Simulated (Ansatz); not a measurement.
The inner images of a band of BH₅OS (8 atoms, charge 0, multiplicity 1) are given out of order.

These are results of UKS BLYP/6-31G (Ansatz 0.2.0), not measurements.

First end point:

```xyz
8
Properties=species:S:1:pos:R:3
B -0.089 -0.459 -0.549
S 1.646 0.424 -0.523
H 0.034 -1.641 -0.364
H -0.864 -0.065 -1.371
H -0.020 0.554 1.466
O -0.766 0.118 0.971
H 1.306 1.621 -1.148
H -1.246 -0.552 1.517
```

Last end point:

```xyz
8
Properties=species:S:1:pos:R:3
B -1.054 -1.206 -0.462
S 1.902 2.074 0.541
H -1.832 -2.087 -0.208
H -0.734 -0.900 -1.571
H 0.945 1.052 0.495
O -0.463 -0.469 0.557
H 1.940 2.231 -0.840
H -0.704 -0.695 1.487
```

Q: Put them in order from the first end to the last, with their energies above the first end.
A.
```xyz
8
Properties=species:S:1:pos:R:3
B -0.970 -1.095 -0.450
S 2.024 1.842 0.394
H -1.466 -2.184 -0.349
H -0.718 -0.574 -1.496
H 0.878 1.070 0.614
O -0.647 -0.352 0.679
H 1.738 2.039 -0.954
H -0.840 -0.746 1.563
```
B.
```xyz
8
Properties=species:S:1:pos:R:3
B -0.810 -0.877 -0.418
S 2.077 1.206 0.089
H -0.478 -2.032 -0.425
H -0.902 -0.212 -1.408
H 0.882 1.097 0.797
O -1.135 -0.230 0.769
H 1.458 1.808 -1.003
H -1.091 -0.761 1.599
```
C.
```xyz
8
Properties=species:S:1:pos:R:3
B -0.654 -0.728 -0.403
S 1.837 0.808 -0.059
H -0.153 -1.817 -0.377
H -0.866 -0.126 -1.413
H 0.746 0.884 0.814
O -1.137 -0.119 0.769
H 1.285 1.734 -0.936
H -1.059 -0.635 1.605
```
D.
```xyz
8
Properties=species:S:1:pos:R:3
B -0.367 -0.581 -0.461
S 1.580 0.547 -0.184
H -0.083 -1.742 -0.384
H -0.859 -0.103 -1.437
H 0.390 0.674 0.899
O -0.854 0.072 0.869
H 1.253 1.693 -0.902
H -1.060 -0.560 1.600
```
E.
```xyz
8
Properties=species:S:1:pos:R:3
B -0.900 -0.998 -0.437
S 2.096 1.552 0.257
H -0.965 -2.197 -0.422
H -0.831 -0.351 -1.439
H 0.845 1.121 0.702
O -0.898 -0.267 0.745
H 1.615 1.909 -0.998
H -0.963 -0.768 1.592
```

A: D (+0.59 eV), C (-0.03 eV), B (-0.18 eV), E (-0.22 eV), A (-0.26 eV).

Run time: 2.9 min on 1 thread of Arm Neoverse V2 (shared host), peak memory 0.1 GiB.
